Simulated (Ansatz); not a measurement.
System: Nd2S3 (Pnma, No. 62; cell taken from a computed entry). Method: r²SCAN (plane waves, PAW; Ansatz, a program for electronic structure).

Settings: plane-wave cutoff 500 eV, 6×10×4 k mesh (along the axes of the cell as run), Fermi–Dirac smearing 0.05 eV, spin-polarised start, scalar-relativistic PAW data made under PBE.

Computed at the level's own relaxed cell.

### Question
Predict the equilibrium volume per atom.

### Answer

equilibrium volume per atom: 23.51 Å³/atom

Note: the magnetic order was assumed, not searched for or taken from measurement; the relaxation could not lower the start's symmetry, so the cell can be a saddle point above a distorted one; the 4f shell is treated without U or exact exchange, so its levels and filling can be wrong.

Spin–orbit coupling is not included.

Computed values are for the static lattice.
